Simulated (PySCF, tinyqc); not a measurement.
A ladder of methods, and size consistency: correlation methods against full CI in the sto-3g basis, for BH, spin multiplicity 1. Computed by the program tinyqc with PySCF. 

Geometry (angstrom):
```
atom,x,y,z
B,0.0000,0.0000,0.0000
H,0.0000,0.0000,1.3360
```

RHF energy of one = -24.745992 hartree

All electrons correlated; +Q is the Davidson correction (1 - c0^2) E_corr. The last columns treat two copies 100 angstrom apart as one system. FCI is the lowest singlet.

Correlation energies (hartree):
```
method,E_corr of one,share of FCI (%),E_corr of two at 100 angstrom,two minus twice one (mhartree)
MP2,-0.03181,52.124,-0.06362,0.000
CISD,-0.05889,96.489,-0.10971,8.068
CISD+Q,-0.06358,104.185,-0.12364,3.523
CCSD,-0.06087,99.745,-0.12175,0.000
CCSD(T),-0.06093,99.830,-0.12185,0.000
FCI,-0.06103,100.000,-,-
```

MP2 recovers 52 %, CISD 96.5 % and CCSD 99.7 % of the FCI value (c0^2 = 0.920 in CISD). MP2 and coupled cluster are size consistent, so their last column vanishes; CISD loses 8.07 mhartree, since a double excitation on each copy is a quadruple of the pair, and the Davidson correction leaves +3.52. The restricted reference is unstable here: a spin-polarised solution lies 0.0091 hartree lower (PySCF), so results built on it describe a poor reference.
